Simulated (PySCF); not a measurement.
Computed NMR parameters against published values

Bonds (- single, = double, # triple, : aromatic): none between heavy atoms. F1 carries H2.

Measured values that the calculation should reproduce: δ 19F F1 -204.0 ppm (measured; solution, water; University of Colorado NMR facility, 19F NMR Reference Standards).
σ 19F F1 409.6; σ 1H H2 28.64 ppm (measured; gas; G. L. Stoychev, PhD thesis, Univ. Bonn 2021 (Stoychev, Auer, Izsak, Neese, JCTC 2018, 14, 619)).
δ 1H H2 2.10 ppm (measured; gas or nonpolar solvent (not told per row); T. W. Keal, PhD thesis, Durham 2005).
σ 19F F1 409.6 ppm (measured; gas, 300 K; M. E. Harding, PhD thesis, Mainz 2008 (Harding, Lenhart, Auer, Gauss, JCP 2008, 128, 244111)). Coupling constants: 1J(F1,H2) 499.8 Hz, 1J(F1,H2) 538.0 Hz.

Calculated, not measured (PySCF 2.14): PBE0-D3(BJ)/def2-TZVP structure, B3LYP/pcJ-2 coupling constants, NMR shieldings at B97-2/pcSseg-2/GIAO. Non-relativistic, a single conformation, gas phase.

Q: What does the calculation give, and how does it compare?

A: 
Reference values: measured (solution, water; University of Colorado NMR facility, 19F NMR Reference Standards).
```json
{"atoms": "F1", "quantity": "δ 19F vs CFCl3", "reference": "-204.0", "computed": "-234.0"}
```

Reference values: measured (gas; G. L. Stoychev, PhD thesis, Univ. Bonn 2021 (Stoychev, Auer, Izsak, Neese, JCTC 2018, 14, 619)).
```json
{"atoms": "F1", "quantity": "σ 19F", "reference": "409.6", "computed": "410.0"}
{"atoms": "H2", "quantity": "σ 1H", "reference": "28.64", "computed": "29.31"}
```

Reference values: measured (gas or nonpolar solvent (not told per row); T. W. Keal, PhD thesis, Durham 2005).
| atoms | quantity | reference | computed |
| --- | --- | --- | --- |
| H2 | δ 1H vs CH4 | 2.10 | 2.08 |

Reference values: measured (gas, 300 K; M. E. Harding, PhD thesis, Mainz 2008 (Harding, Lenhart, Auer, Gauss, JCP 2008, 128, 244111)).
| atoms | quantity | reference | computed |
| --- | --- | --- | --- |
| F1 | σ 19F | 409.6 | 410.0 |

Absolute shieldings are compared as such; zero-point and thermal motion, absent here, lowers them by some tenths of a ppm for H, a few ppm for C and up to about 10 ppm for F.

Computed shifts are σ(ref) − σ with the named reference compound (TMS for H and C) calculated as an isolated molecule at the same level. The measured values may be among those fitted. Expected solution values come from regression of measured δ (H and C: mostly CDCl3, vs TMS) on computed σ: 1H: δ = 29.81 − 0.938σ (rms 0.14 ppm, 293 shifts, 0.16 ppm with the 4 outliers that the fit left out); 19F: δ = 160.24 − 0.938σ +9.4 on sp3 carbon (rms 4.8 ppm, 130 shifts, 5.6 ppm with the 3 outliers that the fit left out vs CFCl3, solution or neat liquid); F not on carbon is unscaled, vs computed CFCl3. A few per cent of atoms miss by over 2 rms, more outside the fitted compound classes. H not on carbon is unscaled (vs computed TMS).

Coupling constants in Hz:
| coupling | reference | computed | source |
| --- | --- | --- | --- |
| 1J(F1,H2) | 499.8 | 417.9 | measured; Green and Yates, arXiv:1403.0524 (values compiled by Lantto, Vaara, Helgaker 2002) |
| 1J(F1,H2) | 538.0 | 417.9 | experiment minus calculated vibrational correction (empirical equilibrium); gas (equilibrium); T. W. Keal, PhD thesis, Durham 2005 (values of Ruden, Lutnaes, Helgaker, Ruud 2003) |

Q: How far are the unscaled 19F shieldings from the references?

A: Mean signed difference +0.40 ppm, mean absolute 0.40 ppm over 2 comparisons; the largest is +0.4 ppm at F1 (fluorine bonded to H).

7 of the 29 published NMR values on file for this molecule are compared. The rest: values from further sources, other calculations.
